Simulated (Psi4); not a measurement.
# [S4]2+ ([S4]2+) at PBE/def2-SVPD

Aim: the vertical electron affinity of [S4]2+ ([S4]2+) at PBE/def2-SVPD, from 2 runs. 

Program for the calculation: Psi4 1.11.

3 further runs of the same task are left out: 1 that didn't finish, 2 set aside as unsound or not needed.

**1. The molecule**

[S4]2+ has 4 atoms, charge +2, and is taken as a singlet. Geometry: relaxed at GFN2-xTB.

Bond lengths: S1–S2 2.051 Å, S2–S3 2.051 Å, S1–S4 2.051 Å, S3–S4 2.051 Å. Angles: S1–S2–S3 90.0°, S2–S1–S4 90.0°, S2–S3–S4 90.0°, S1–S4–S3 90.0°.

**2. Energy and forces at PBE/def2-SVPD**

Contents of s4.xyz:

```xyz
4
S4
S     -0.730680    -0.794970    -0.967900
S      1.248210    -0.367920    -0.639880
S      0.730700     0.795430     0.967650
S     -1.248240     0.367450     0.640120
```

Contents of job.py:

```python
import psi4

psi4.set_memory('1600 MB')
psi4.set_num_threads(1)
psi4.set_output_file('output.dat', False)

with open('s4.xyz') as f:
    atoms = ''.join(f.readlines()[2:])
m = psi4.geometry('2 1\n' + atoms + 'symmetry c1\nno_reorient\nno_com')

options = {'basis': 'def2-SVPD', 'puream': True, 'e_convergence': 1e-09, 'd_convergence': 1e-08, 'scf_type': 'pk', 'dft_radial_points': 99, 'dft_spherical_points': 590}
psi4.set_options(options)

energy_value, wavefunction = psi4.gradient("pbe", return_wfn=True)
psi4.oeprop(wavefunction, "MULLIKEN_CHARGES", "QUADRUPOLE", "LOWDIN_CHARGES")
print('gradient / Eh bohr^-1')
print(energy_value.np.round(6))
print(f'energy = {wavefunction.energy():.10f} Eh')
```

Started as:

```sh
python job.py
```

output.dat:

```text
[...]
  Running in c1 symmetry.
[...]
  Nuclear repulsion =  357.649373401669664
[...]
  Multiplicity = 1
[...]
  Nalpha       = 31
  Nbeta        = 31
[...]
    Number of basis functions: 108
[...]
   @RKS iter   1: -1590.76461842574099    1.14660e+00   1.31874e-03 DIIS/ADIIS
[...]
   @RKS iter  11: -1590.77320729158464   -2.72848e-12   1.46124e-09 DIIS
[...]
    Orbital Energies [Eh]
    ---------------------
    Doubly Occupied:
       1A    -88.603005     2A    -88.602966     3A    -88.602966
       4A    -88.602857     5A     -8.239301     6A     -8.239266
       7A     -8.239265     8A     -8.239198     9A     -6.267318
      10A     -6.267261    11A     -6.267260    12A     -6.267171
      13A     -6.263930    14A     -6.263853    15A     -6.263853
      16A     -6.263748    17A     -6.258058    18A     -6.258045
      19A     -6.258045    20A     -6.258033    21A     -1.326871
      22A     -1.172128    23A     -1.172023    24A     -0.987001
      25A     -0.922304    26A     -0.864737    27A     -0.832194
      28A     -0.781372    29A     -0.781335    30A     -0.724323
      31A     -0.724264
[...]
  @RKS Final Energy: -1590.77320729158464
   => Energetics <=
    Nuclear Repulsion Energy =            357.6493734016696635
    One-Electron Energy =               -2879.4741402671575088
    Two-Electron Energy =                1032.4440773971332419
    DFT Exchange-Correlation Energy =    -101.3925178232303779
    Empirical Dispersion Energy =           0.0000000000000000
    VV10 Nonlocal Energy =                  0.0000000000000000
    Total Energy =                      -1590.7732072915846402
[...]
  -Total Gradient:
     Atom            X                  Y                   Z
    ------   -----------------  -----------------  -----------------
       1        0.007168808343     0.007922743293     0.009618204599
       2       -0.012318961095     0.003652862854     0.006385762450
       3       -0.007137226714    -0.007856745787    -0.009609261543
       4        0.012287379360    -0.003718859718    -0.006394704645
[...]
 Multipole Moments:
 ------------------------------------------------------------------------------------
     Multipole            Electronic (a.u.)      Nuclear  (a.u.)        Total (a.u.)
 ------------------------------------------------------------------------------------
 L = 1.  Multiply by 2.5417464519 to convert [e a0] to [Debye]
 Dipole X            :          0.0003083           -0.0003024            0.0000060
 Dipole Y            :          0.0003148           -0.0003024            0.0000124
 Dipole Z            :          0.0003201           -0.0003024            0.0000177
 Magnitude           :                                                    0.0000225
 L = 2.  Multiply by 1.3450342976 to convert [e a0^2] to [Debye ang]
 Quadrupole XX       :       -258.6912334          239.0583388          -19.6328947
 Quadrupole XY       :        -13.1108171           13.9518457            0.8410286
[...]
  Mulliken Charges: (a.u.)
   Center  Symbol    Alpha    Beta     Spin     Total
       1     S     7.74999  7.74999  0.00000  0.50002
       2     S     7.75000  7.75000  0.00000  0.50000
       3     S     7.75001  7.75001  0.00000  0.49998
       4     S     7.75000  7.75000  0.00000  0.50000
   Total alpha = 31.00000, Total beta = 31.00000, Total charge =  2.00000
  Lowdin Charges: (a.u.)
   Center  Symbol    Alpha    Beta     Spin     Total
       1     S     7.75002  7.75002  0.00000  0.49995
       2     S     7.75000  7.75000  0.00000  0.50000
[...]
```

On the terminal:

```text
gradient / Eh bohr^-1
[[ 0.007169  0.007923  0.009618]
 [-0.012319  0.003653  0.006386]
 [-0.007137 -0.007857 -0.009609]
 [ 0.012287 -0.003719 -0.006395]]
energy = -1590.7732072916 Eh
```

Run time: 16 s. Hardware: 1 thread of Intel Xeon 6975P-C (Granite Rapids), shared host; peak memory 0.56 GiB.

**3. Doublet [S4]+, same level**

Contents of job.json:

```json
{
 "schema_name": "qcschema_input",
 "schema_version": 1,
 "molecule": {
  "schema_name": "qcschema_molecule",
  "schema_version": 2,
  "symbols": ["S", "S", "S", "S"],
  "geometry": [-1.38078508, -1.50227558, -1.82906592, 2.35877505, -0.69526804, -1.20919795, 1.38082288, 1.50314485, 1.82859348, -2.35883174, 0.69437986, 1.20965149],
  "molecular_charge": 1,
  "molecular_multiplicity": 2,
  "fix_symmetry": "c1"
 },
 "driver": "gradient",
 "model": {
  "method": "pbe",
  "basis": "def2-SVPD"
 },
 "keywords": {
  "reference": "uks",
  "puream": true,
  "e_convergence": 1e-09,
  "d_convergence": 1e-08,
  "scf_type": "pk",
  "dft_radial_points": 99,
  "dft_spherical_points": 590,
  "maxiter": 200
 }
}
```

Started as:

```sh
psi4 --qcschema job.json -n 1 --memory 1600MB
```

stdout:

```text
[...]
  Running in c1 symmetry.
[...]
  Nuclear repulsion =  357.649373433028927
[...]
  Multiplicity = 2
[...]
  Nalpha       = 32
  Nbeta        = 31
[...]
    Number of basis functions: 108
[...]
   @UKS iter   1: -1591.26126102456669    6.49957e-01   1.91933e-03 DIIS/ADIIS
[...]
   @UKS iter  10: -1591.27893323995022   -2.38742e-11   8.97406e-09 DIIS
[...]
   @S^2 Observed:                7.511615854E-01
[...]
    Orbital Energies [Eh]
    ---------------------
    Alpha Occupied:
       1A    -88.344511     2A    -88.344472     3A    -88.344472
       4A    -88.344363     5A     -7.984177     6A     -7.984140
       7A     -7.984140     8A     -7.984071     9A     -6.013015
      10A     -6.012958    11A     -6.012958    12A     -6.012868
      13A     -6.009484    14A     -6.009408    15A     -6.009407
      16A     -6.009301    17A     -6.001192    18A     -6.001179
      19A     -6.001179    20A     -6.001168    21A     -1.086478
      22A     -0.934078    23A     -0.933975    24A     -0.753941
      25A     -0.687064    26A     -0.635244    27A     -0.601176
      28A     -0.550895    29A     -0.550858    30A     -0.495427
      31A     -0.495370    32A     -0.392700
[...]
  @UKS Final Energy: -1591.27893323995022
   => Energetics <=
    Nuclear Repulsion Energy =            357.6493734330289271
    One-Electron Energy =               -2895.3269861598332682
    Two-Electron Energy =                1048.1628405539067899
    DFT Exchange-Correlation Energy =    -101.7641610670526404
    Empirical Dispersion Energy =           0.0000000000000000
    VV10 Nonlocal Energy =                  0.0000000000000000
    Total Energy =                      -1591.2789332399502200
[...]
 Multipole Moments:
 ------------------------------------------------------------------------------------
     Multipole            Electronic (a.u.)      Nuclear  (a.u.)        Total (a.u.)
 ------------------------------------------------------------------------------------
 L = 1.  Multiply by 2.5417464519 to convert [e a0] to [Debye]
 Dipole X            :          0.0000164            0.0000000            0.0000164
 Dipole Y            :          0.0000127            0.0000000            0.0000127
 Dipole Z            :          0.0000149           -0.0000000            0.0000149
 Magnitude           :                                                    0.0000255
[...]
  -Total Gradient:
     Atom            X                  Y                   Z
    ------   -----------------  -----------------  -----------------
       1        0.015674477946     0.017159248427     0.020908914256
       2       -0.026852529755     0.007960372882     0.013820692286
       3       -0.015634627822    -0.017139631091    -0.020858740814
       4        0.026812679474    -0.007979989505    -0.013870864775
[...]
```

The result, in JSON:

```text
{
 "driver": "gradient",
 "model": {
  "method": "pbe",
  "basis": "def2-SVPD"
 },
 "success": true,
 "return_result": [0.015674477946453144, 0.0171592484266386, 0.020908914256265315, -0.02685252975496419, 0.007960372881538502, 0.013820692285679684, -0.015634627821591904, -0.01713963109142204, -0.020858740813947063, 0.02681267947394242, -0.007979989504914443, -0.013870864774904526],
 "properties": {
  "calcinfo_nbasis": 108,
  "calcinfo_nmo": 108,
  "calcinfo_nalpha": 32,
  "calcinfo_nbeta": 31,
  "calcinfo_natom": 4,
  "nuclear_repulsion_energy": 357.6493734330289,
  "return_energy": -1591.2789332399502,
  "return_gradient": [0.015674477946453144, 0.0171592484266386, 0.020908914256265315, -0.02685252975496419, 0.007960372881538502, 0.013820692285679684, -0.015634627821591904, -0.01713963109142204, -0.020858740813947063, 0.02681267947394242, -0.007979989504914443, -0.013870864774904526],
  "scf_one_electron_energy": -2895.3269861598333,
  "scf_two_electron_energy": 1048.1628405539068,
  "scf_xc_energy": -101.76416106705264,
  "scf_dipole_moment": [1.6432980093128435e-05, 1.2682082678350248e-05, 1.4857325125738896e-05],
  "scf_total_energy": -1591.2789332399502,
  "scf_total_gradient": [0.015674477946453144, 0.0171592484266386, 0.020908914256265315, -0.02685252975496419, 0.007960372881538502, 0.013820692285679684, -0.015634627821591904, -0.01713963109142204, -0.020858740813947063, 0.02681267947394242, -0.007979989504914443, -0.013870864774904526],
  "scf_iterations": 10
 }
}
```

Run time: 17 s. Hardware: 1 thread of Intel Xeon 6975P-C (Granite Rapids), shared host; peak memory 0.57 GiB.

**4. Summary of results**

At PBE/def2-SVPD:

| quantity | value |
| --- | --- |
| singlet [S4]2+: total energy | -1590.77321 Eh |
| singlet [S4]2+: HOMO energy | -19.71 eV |
| singlet [S4]2+: LUMO energy | -16.86 eV |
| singlet [S4]2+: HOMO–LUMO gap | 2.84 eV |
| singlet [S4]2+: largest force on an atom | 0.739 eV/Å |
| doublet [S4]+: total energy | -1591.27893 Eh |
| doublet [S4]+: HOMO energy (highest over α and β) | -10.69 eV |
| doublet [S4]+: LUMO energy (lowest over α and β) | -10.14 eV |
| doublet [S4]+: ⟨S²⟩ | 0.751 |
| doublet [S4]+: largest force on an atom | 1.608 eV/Å |
| vertical electron affinity (to the doublet cation) | 13.762 eV |

In words: At fixed nuclei the extra electron is bound by 13.76 eV (1328 kJ/mol). The largest force (singlet [S4]2+) is 0.74 eV/Å: the shape isn't a stationary point for this species at this level.
